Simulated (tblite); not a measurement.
Compound: C₆H₈ (charge +1 and doublet state).
Atom-mapped SMILES: `[CH2+:1][CH:2][C@:3]12[CH2:4][C@H:5]1[CH2:6]2` (hydrogens: H7, H8 on C1; H9 on C2; H10, H11 on C4; H12 on C5; H13, H14 on C6)

The geometry is computed with GFN2-xTB (gas phase). This method treats the open shell by occupation alone, without spin polarisation.

(1) List the bond lengths, angles and torsions at this level.

Answers

(1) 
```
          bond  length (Å)
         C1–C2       1.355
         C2–C3       1.410
  C3–C4, C3–C6       1.507
  C4–C5, C5–C6       1.468
         C3–C5       1.620
         C1–H7       1.079
         C1–H8       1.077
         C2–H9       1.084
C4–H10, C6–H13       1.085
C4–H11, C6–H14       1.088
        C5–H12       1.076
```

Bonds in one row agree within 0.01 Å and their mean is given. A selection of angles:
```
     angle  degrees
  C2–C1–H7    122.3
  C2–C1–H8    120.8
  H7–C1–H8    117.0
  C1–C2–C3    123.7
  C1–C2–H9    119.7
  C3–C2–H9    116.5
  C2–C3–C4    129.7
  C2–C3–C5    137.3
  C2–C3–C6    132.3
  C4–C3–C5     55.7
  C4–C3–C6     96.5
  C3–C4–C5     66.0
 C3–C4–H10    120.3
 C3–C4–H11    114.3
 C5–C4–H10    119.2
 C5–C4–H11    118.1
H10–C4–H11    111.9
  C4–C5–C6    100.0
 C4–C5–H12    127.7
  C3–C5–C4     58.3
 C3–C5–H12    126.9
 C3–C6–H14    114.8
```

Torsions: C1–C2–C3–C4 179° (antiperiplanar); C2–C3–C4–C5 -126° (anticlinal); C3–C4–C5–C6 -42° (synclinal); C4–C5–C6–C3 42° (synclinal); C2–C3–C5–C4 114° (anticlinal); C2–C3–C6–C5 126° (anticlinal).

C1 (carbon bonded to C and 2 H) is planar (angles 122.3°, 120.8° and 117.0°, sum 360.0°, 0.00 Å off the plane of its three neighbours). C2 (carbon bonded to 2 C and H) is planar (angles 123.7°, 119.7° and 116.5°, sum 359.9°, 0.03 Å off the plane of its three neighbours). The 3-membered ring C3–C4–C5 has internal angles of 55.7° to 66.0°. The 3-membered ring C3–C5–C6 has internal angles of 56.0° to 66.0°. Of the pairs four or more bonds apart, C6···H7 is among the closest relative to their van der Waals radii: 2.95 Å, 102 % of the sum of Bondi's values. The 7 C–C bonds span 1.355 Å (C1–C2, drawn single) to 1.620 Å (C3–C5, drawn single), a spread of 0.265 Å.

Point group: C1 (no symmetry element, even within 0.4 Å). Its GFN2-xTB frequencies are all real (lowest 128 cm⁻¹). Torsions: H–C1–C2–C3 -1° and 179°, C1–C2–C3–C4 179°.

One conformer stands for the species.
